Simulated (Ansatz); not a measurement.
Relaxation of C₅H₈ (13 atoms, charge 0, multiplicity 1), to a largest force component of 0.02 eV/Å in at most 50 steps.

These are results of RKS BLYP/def2-mTZVP in Ansatz 0.2.0, not measurements.

```xyz
13
Properties=species:S:1:pos:R:3:forces:R:3
C -1.925 0.015 -0.409 -3.90 1.06 -0.17
C -0.989 0.485 0.374 1.26 0.64 1.11
C 0.387 0.126 0.257 4.18 0.65 1.69
C 1.381 0.642 1.139 -5.94 0.73 -0.27
C 0.866 -0.827 -0.832 -0.48 0.18 1.12
H -2.993 0.411 -0.255 1.34 -0.76 -0.33
H -1.785 -0.621 -1.243 0.23 -0.74 -0.73
H -1.212 1.191 1.172 -0.22 0.05 0.09
H 1.019 1.331 1.976 0.69 -0.80 -1.02
H 2.364 0.379 1.111 2.74 -0.72 -0.19
H 1.933 -1.006 -0.756 0.28 -0.15 0.05
H 0.660 -0.398 -1.787 -0.22 0.23 -1.11
H 0.314 -1.762 -0.731 0.04 -0.38 -0.23
```

Task: Where does it end, and by what steps?

Result: The run converged. After 5 steps the energy has fallen by 0.502 eV; C1 moved furthest, 0.08 Å.

| step | energy less start (eV) | largest force component (eV/Å) | accepted |
| --- | --- | --- | --- |
| 0 | 0.0000 | 5.942 | yes |
| 1 | -0.4262 | 1.794 | yes |
| 2 | -0.4758 | 0.892 | yes |
| 3 | -0.4937 | 0.156 | yes |
| 4 | -0.5007 | 0.136 | yes |
| 5 | -0.5023 | 0.017 | yes |

```xyz
13
Properties=species:S:1:pos:R:3
C -1.976 0.071 -0.419
C -0.980 0.495 0.381
C 0.440 0.127 0.281
C 1.330 0.639 1.159
C 0.876 -0.825 -0.816
H -3.003 0.402 -0.266
H -1.812 -0.616 -1.248
H -1.224 1.184 1.195
H 1.023 1.323 1.951
H 2.391 0.392 1.116
H 1.954 -1.013 -0.772
H 0.642 -0.422 -1.813
H 0.359 -1.792 -0.734
```

Whether the end is a true minimum wasn't checked by a vibrational analysis.

Run time: 8.3 s on 2 threads of Intel(R) Xeon(R) 6975P-C (Granite Rapids), with other jobs on the host, peak memory 0.17 GiB.
